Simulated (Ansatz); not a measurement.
**C3H4F2O: small, medium and large basis sets**

How large a basis does C3H4F2O need? Two functionals are run in growing sets.

Computed with Ansatz 0.2.0, Gaussian basis. Level: one geometry, several basis sets.

Levels to be run: PBE0-D4/def2-SVP; ωB97M-V/def2-SVP; PBE0-D4/def2-QZVPP; ωB97M-V/def2-QZVPP; the functionals' def2-TZVPP values are taken from earlier runs.

## (1) Structure used throughout

All runs share one geometry, relaxed beforehand with PBE0-D4 in a triple-zeta def2 set.

SMILES `CC(=O)C(F)F`, 10 atoms, charge 0, spin multiplicity 1.

Atoms are counted from 1 here; the program's logs count them from 0.

Bond lengths: C1–C2 1.494 Å, C1–H7 1.088 Å, C1–H8 1.093 Å, C1–H9 1.093 Å, C2–O3 1.201 Å, C2–C4 1.534 Å, C4–F5 1.355 Å, C4–F6 1.355 Å, C4–H10 1.093 Å. Angles: C2–C1–H7 109.9°, C2–C1–H8 109.7°, C2–C1–H9 109.7°, H7–C1–H8 110.3°, H7–C1–H9 110.3°, H8–C1–H9 106.8°, C1–C2–O3 125.0°, C1–C2–C4 116.3°, O3–C2–C4 118.6°, C2–C4–F5 109.4°, C2–C4–F6 109.5°, C2–C4–H10 111.3°, F5–C4–F6 107.6°, F5–C4–H10 109.4°, F6–C4–H10 109.4°.

## (2) PBE0-D4 in def2-SVP

in.yaml

```yaml
crystal:
  periodic: [false, false, false]
  atoms:
    - {symbol: C, position_ang: [-0.457234, -0.962124, 0.743163]}
    - {symbol: C, position_ang: [0.634513, -0.260843, 0.002223]}
    - {symbol: O, position_ang: [1.775224, -0.632332, -0.059692]}
    - {symbol: C, position_ang: [0.241230, 1.029360, -0.729357]}
    - {symbol: F, position_ang: [-0.719902, 0.752673, -1.643550]}
    - {symbol: F, position_ang: [-0.277567, 1.912637, 0.157319]}
    - {symbol: H, position_ang: [-0.065060, -1.859249, 1.217049]}
    - {symbol: H, position_ang: [-1.265075, -1.219577, 0.053220]}
    - {symbol: H, position_ang: [-0.883849, -0.291783, 1.493753]}
    - {symbol: H, position_ang: [1.100921, 1.480037, -1.231029]}
basis:
  gaussian: {orbitals: def2-SVP}
hamiltonian: {xc: pbe0, dispersion: d4}
output: {orbitals: {seedname: orbitals}}
```

Run with:

```sh
$ ansatz run in.yaml --threads 4 --pin off --events-out ev --progress --plain --max-ram 10444MiB
```

The runs that follow: ωB97M-V in def2-SVP; PBE0-D4 in def2-QZVPP; ωB97M-V in def2-QZVPP.

**Question.** What will the summary of the whole plan be? Wanted: PBE0-D4: double and triple zeta above quadruple; ωB97M-V: double and triple zeta above quadruple.

The runs gave:

| quantity | value |
| --- | --- |
| PBE0-D4: double and triple zeta above quadruple | 13.13, 0.56 eV |
| ωB97M-V: double and triple zeta above quadruple | 13.47, 0.53 eV |

PBE0-D4 gains 12.58 eV from double to triple zeta, then 0.56 eV more. These are total energies; as a rule much of such shifts cancels in differences, which this series doesn't test.
